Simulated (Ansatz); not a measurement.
## How far each method lies from full CI for SCO, singlet

Geometry: MP2(full)/6-31G*, from the G2/97 set.

```xyz
3

O     0.0000    0.0000   -1.3076
C     0.0000    0.0000   -0.1288
S     0.0000    0.0000    1.4364
```

Basis STO-3G; Ansatz 0.2.0. Only valence electrons are correlated (noble-gas cores frozen), which leaves 16 electrons in 12 orbitals. R marks a restricted (for open shells ROHF) determinant. Active spaces: valence = (16e, 12o) chosen from the atoms' valence shells.

Full CI is exact within this basis and frozen core; it isn't the basis-set limit.

- UHF ⟨S²⟩: 0.000
- T1 diagnostic (RCCSD): 0.0214
- largest doubles amplitude (RCCSD): 0.086

```csv
level,E − E(full CI) (mEh),share of correlation (%),wall time
RHF,197.77,0.00,–
RMP2,12.18,93.84,–
CISD,28.71,85.48,0.12 s
RCCSD,19.04,90.37,–
RCCSD(T),0.50,99.75,0.22 s
BCCD(T),0.44,99.78,0.22 s
RCCSDT,0.38,99.81,–
CISDTQ,1.96,99.01,0.55 s
RCCSDT(Q),-0.02,100.01,0.64 s
RCCSDTQ,-0.06,100.03,5.5 s
```

The correlation energy at full CI, counted from RHF, is -5.381 eV. That run took 0.7 s on 1 thread of AMD EPYC 7R13, shared host over 61,677 determinants.

Run but not shown, since their state, orbitals or frozen core can't be matched to the reference's or they repeat it: CASSCF (valence space), NEVPT2 (valence space), MRCISD (valence space), MRCISD+Q (valence space).

Times hold each run's SCF and search for its determinant on a shared host, so for small cases they say little of a method's own cost; they ran on 1 thread of AMD EPYC 7R13.

The full-CI state has the irrep A1 of C2v, in the program's axes (one component, if the state is degenerate).

Natural occupations of full CI about the gap: 1.967 1.961 1.961 1.931 1.931 0.109 0.109 0.041 0.017; effectively unpaired electrons, Σ n²(2−n)², 0.15.

Atomization energy (electronic, same basis, no zero-point term; atoms at the same level, unrestricted beside the R rows where the molecule is a closed shell, with restricted open-shell steps beyond CCSDT(Q)) at full CI: 1177.1 kJ/mol. Errors of other levels:

```tsv
level	error (kJ/mol)
RHF	-466.1
RMP2	-4.7
CISD	-75.4
RCCSD	-50.0
RCCSD(T)	-1.3
BCCD(T)	-1.2
RCCSDT	-1.0
CISDTQ	-5.1
RCCSDT(Q)	0.0
RCCSDTQ	0.1
```

This basis is far from its limit, so the value isn't to be set against a measured one. Truncated CI isn't size-consistent, which counts against it in atomization.
